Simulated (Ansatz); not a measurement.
Fluorite SrCl2, treated with HSE06 (Ansatz, a program for electronic structure, PAW).

Settings: plane-wave cutoff 460 eV, 6×6×6 k mesh, Fermi–Dirac smearing 0.01 eV, scalar-relativistic PAW data made under PBE.

The volume scan:

```json
[
 {"V (Å³/atom)": "27.179", "E − E_lowest (meV/atom)": "9.56"},
 {"V (Å³/atom)": "27.608", "E − E_lowest (meV/atom)": "4.73"},
 {"V (Å³/atom)": "28.610", "E − E_lowest (meV/atom)": "0.00"},
 {"V (Å³/atom)": "29.325", "E − E_lowest (meV/atom)": "1.53"},
 {"V (Å³/atom)": "30.040", "E − E_lowest (meV/atom)": "6.56"}
]
```

Task: Fit the third-order Birch–Murnaghan equation and give B0 and B′.

Result: V0 = 28.678 Å³/atom, B0 = 35.5 GPa, B′ = 4.5 (fit to the energies at full precision).

Measured, for comparison: bulk modulus 34.3 GPa (temperature not stated, no zero-point or thermal correction, from elastic constants; as tabulated in Kanchana et al., Calculated structural, elastic and electronic properties of …); equilibrium volume per atom 28.27 Å³/atom (room temperature, no zero-point or thermal correction; as tabulated in Kanchana et al., Calculated structural, elastic and electronic properties of …). Computed (rounded) less measured: bulk modulus +3 % (against room or unstated temperature, where such soft solids are markedly softer), equilibrium volume per atom +1.5 %. A static lattice is as a rule a little smaller and stiffer than an uncorrected measurement, which narrows the difference in the bulk modulus and would widen misses of the other sign.

The computed numbers hold no vibrational or temperature effects.
